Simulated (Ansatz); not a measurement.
# H4OSi: the cost of one run

All numbers below are computed with Ansatz 0.2.0 (RKS PBE0-D4/def2-SVP).

### Step 1. The system as given

Bond lengths: Si1–H2 1.460 Å, Si1–H3 1.460 Å, Si1–O4 1.679 Å, O4–H5 1.010 Å, Si1–H6 1.459 Å. Angles: H2–Si1–H3 109.5°, H2–Si1–O4 109.5°, H2–Si1–H6 109.5°, H3–Si1–O4 109.5°, H3–Si1–H6 109.5°, O4–Si1–H6 109.5°, Si1–O4–H5 109.5°.

Coordinates:

```xyz
6

Si    0.0000    0.0000    0.0000
H     0.0000    0.0000    1.4600
H     1.3768    0.0000   -0.4862
O    -0.7913    1.3709   -0.5594
H    -1.7491    1.1401   -0.7818
H    -0.6877   -1.1914   -0.4862
```

### Step 2. Preparing the start

Input file input.yaml:

```yaml
crystal:
  periodic: [false, false, false]
  atoms:
    - { symbol: Si, position_ang: [0.0, 0.0, 0.0] }
    - { symbol: H, position_ang: [0.0, 0.0, 1.46] }
    - { symbol: H, position_ang: [1.3768, 0.0, -0.4862] }
    - { symbol: O, position_ang: [-0.7913, 1.3709, -0.5594] }
    - { symbol: H, position_ang: [-1.7491, 1.1401, -0.7818] }
    - { symbol: H, position_ang: [-0.6877, -1.1914, -0.4862] }
basis:
  gaussian: { orbitals: def2-SVP }
hamiltonian:
  xc: pbe0
  dispersion: d4
relax:
  f_tol: 0.02
  max_steps: 40
```

Run with:

```sh
$ ansatz run input.yaml --threads 1 --pin off --max-ram 2048MiB --backend cpu --events-out ev --progress --plain --runs-dir out
```

What time and memory should one allow on 1 thread of Intel Xeon 6975P-C (Granite Rapids), shared host?

About 4.5 s, with a peak of 0.11 GiB.
